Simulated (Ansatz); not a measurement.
**B2S (quintet): the correlation ladder, cc-pVDZ**

One table from this session's results is given with a row withheld; the runs are named, their logs left out.

The runs use Ansatz 0.2.0, Gaussian basis; cc-pVDZ, core rule «outside noble gas», up to 7 orbitals frozen.

The runs, in order: UHF; CCSD(T) on ROHF; CCSD(T) on UHF; BCCD(T) on ROHF; CISD; CCSDT(Q) on ROHF; CCSDT(Q) on UHF; CASSCF and MRCISD+Q, 10 electrons in 11 orbitals; CASSCF and NEVPT2, 10 electrons in 11 orbitals.

27 further runs of the same task are left out: 13 that didn't finish, 14 set aside as unsound or not needed.

## The geometry

The geometry is a PBE0/def2-TZVP stationary point (not a proven minimum) of the parent state, kept for this charge and spin.

3 atoms, charge 0, spin multiplicity 5.

Atoms are counted from 1 here; the program's logs count them from 0.

Bond lengths: B1–B2 1.593 Å, B2–S3 1.618 Å. Angles: B1–B2–S3 180.0°.

The first run:

in.yaml reads:

```yaml
crystal:
  periodic: [false, false, false]
  atoms:
    - {symbol: B, position_ang: [0.000000, 0.000000, 1.601001]}
    - {symbol: B, position_ang: [0.000000, 0.000000, 0.008300]}
    - {symbol: S, position_ang: [0.000000, 0.000000, -1.609301]}
basis:
  gaussian: {orbitals: cc-pVDZ}
magnetization: {spin_polarized: true, initial_magnetization: 4}
hamiltonian: {xc: hf}
output: {orbitals: {seedname: orbitals}}
```

On the command line:

```
$ ansatz run in.yaml --threads 1 --pin off --events-out ev --progress --plain --max-ram 2393MiB
```

Steps of the session up to this table: UHF; CCSD(T) on ROHF; CCSD(T) on UHF; BCCD(T) on ROHF; CISD; CCSDT(Q) on ROHF; CCSDT(Q) on UHF; CASSCF and MRCISD+Q, 10 electrons in 11 orbitals; CASSCF and NEVPT2, 10 electrons in 11 orbitals.

One table of the session follows, with a row left open; its other results are not shown here.

| method | from UCCSDT(Q) (kJ/mol) |
| --- | --- |
| ROHF | +654.4 |
| UHF | ? |
| RMP2 | +115.6 |
| UMP2 | +118.0 |
| CISD | +76.0 |
| RCCSD | +28.0 |
| UCCSD | +27.6 |
| RCCSD(T) | +5.6 |
| UCCSD(T) | +5.6 |
| BCCD(T) | +5.6 |
| RCCSDT | +1.7 |
| UCCSDT | +1.6 |
| RCCSDT(Q) | +0.1 |
| UCCSDT(Q) | 0 |
| CASSCF valence | +474.4 |
| NEVPT2 valence | +96.2 |
| MRCISD valence | +38.8 |
| MRCISD+Q valence | +2.4 |

Q: Estimate the row for UHF from the others.

**Answer.** from UCCSDT(Q) (kJ/mol): +641.0. In the column «from UCCSDT(Q) (kJ/mol)» it lies between CASSCF valence (+474.4) and ROHF (+654.4).

To keep in mind: Restricted and unrestricted rows rest on different reference determinants; where their highest levels disagree by more than a few hundredths of an eV, they describe different states and don't form one ladder.
